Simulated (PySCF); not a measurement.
# C5H10 (3-methyl-1-butene): the cost of one run

Programs: PySCF 2.14.0, with density-fitted response routines of our own. Each step states its level of theory. These are calculated values for one molecule, in the gas phase or a continuum, unless marked as measured. Atoms are numbered from 0 throughout.

## 1. Starting geometry

15 atoms, charge 0, multiplicity 1; geometry from: GFN2-xTB. The atoms were then displaced at random by about 0.01 Å, so the start is not that level's minimum.

Bonds of the start (Å): C0–C1 1.34, C1–C2 1.52, C2–C3 1.51, C2–C4 1.52, C0–H5 1.09, C0–H6 1.06, C1–H7 1.08, C2–H8 1.08, C3–H9 1.06, C3–H10 1.12, C3–H11 1.10, C4–H12 1.09, C4–H13 1.07, C4–H14 1.08.

## 2. Relaxing the molecule at PBE0-D3(BJ)/def2-TZVP

What the job is given:

```
{"job": {"xc": "PBE0", "basis": "def2-TZVP", "d3": "d3bj", "grid": 2, "shake": 0.01, "kind": "geom"}, "charge": 0, "multiplicity": 1}
C      2.259750    -0.146410    -0.224710
C      1.054070    -0.239790     0.348210
C     -0.263160     0.134710    -0.300460
C     -0.896100     1.239260     0.516720
C     -1.149850    -1.099920    -0.401160
H      2.338640     0.264210    -1.234990
H      3.162620    -0.402550     0.268130
H      0.996160    -0.615280     1.354230
H     -0.047920     0.518260    -1.281890
H     -0.293800     2.112670     0.598980
H     -1.875750     1.524420     0.060020
H     -1.136370     0.887130     1.534640
H     -1.389970    -1.475510     0.591670
H     -0.680760    -1.872120    -0.965690
H     -2.092900    -0.846460    -0.870940
```

Launch:

```
> OMP_NUM_THREADS=2 python probes_run.py task.json out
```

One launch serves the whole session: the jobs run in the order shown.

**Question.** How long does this first job take on 2 threads of Intel Xeon at 2.50GHz, shared host, and how much memory does it need?

About 4.7 min, with a peak of 1.1 GiB.
